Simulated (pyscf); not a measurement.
Cl–GeH₂–GeH₃ + H atom (H•) → Cl–GeH₂• + germane (GeH₄) (substitution at Ge; doublet surface; Ge–Ge broken, Ge–H formed). Optimised with ωB97X-D3(BJ)/def2-SVP in PySCF. Rate constants from transition-state theory, ωB97M-D3(BJ)/def2-TZVP energies (ideal gas, 1 atm, RRHO with modes under 100 cm⁻¹ raised to 100, one conformer, R ln 2 for chiral ones without a mode under 150 cm⁻¹; no tunnelling), k in cm³ molecule⁻¹ s⁻¹.

| T (K) | 1000/T | log10 k |
|---|---|---|
| 298 | 3.354 | -16.12 |
| 600 | 1.667 | -13.52 |
| 900 | 1.111 | ? |
| 1200 | 0.833 | -12.05 |

Question: Fit an Arrhenius line to the three values, give the activation energy, and predict k at 900 K.

Answer: Least squares gives log10 k = -10.77 − 1.60 × 1000/T, so Ea = 1.60 × ln 10 × 1.987 = 7.3 kcal/mol, against an electronic barrier of 5.6. At 900 K the line gives -12.55; the computed value is -12.57 (ΔG‡ = 28.6 kcal/mol), close to the line. One saddle was located; it need not be the lowest between these sides. The angle at the attacked Ge is 66° (front-side attack). Elements up to Kr have no core potential and no relativistic terms here.
